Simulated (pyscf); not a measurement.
H₃C–Hf(Cl)(Cl)–Cl + hydrogen chloride (HCl) → methane (CH₄) + hafnium tetrachloride (Cl–Hf(Cl)(Cl)–Cl) (four-centre exchange; singlet surface; C–Hf, Cl–H broken, C–H, Cl–Hf formed). Single points on ωB97X-D3(BJ)/def2-SVP structures (PySCF, gas phase). Energies in eV from the separated reactants.

```csv
level,barrier,reaction energy
ωB97X-D3(BJ)/def2-TZVP,0.00,-2.16
PBE/def2-TZVP,___,___
B3LYP-D3(BJ)/def2-TZVP,0.15,-2.11
PBE0-D3(BJ)/def2-TZVP,___,-2.08
M06-2X/def2-TZVP,0.16,-2.04
HF/def2-TZVP,0.84,-2.20
```

Q: Fill in the missing entries.

A: 
- PBE/def2-TZVP, barrier: 0.09
- PBE/def2-TZVP, reaction energy: -2.07
- PBE0-D3(BJ)/def2-TZVP, barrier: 0.04

On the reactant side the descent ends in an adduct with a Cl–Hf contact, 0.16 eV under the separated species and 0.15 eV under the saddle at ωB97X-D3(BJ)/def2-TZVP. What is counted as formed (Cl–Hf) is already present as a longer contact in the reactant adduct; forming that adduct is a step of its own. One saddle was located; it need not be the lowest between these sides. Elements past Kr carry the def2 core potentials, without spin-orbit coupling.
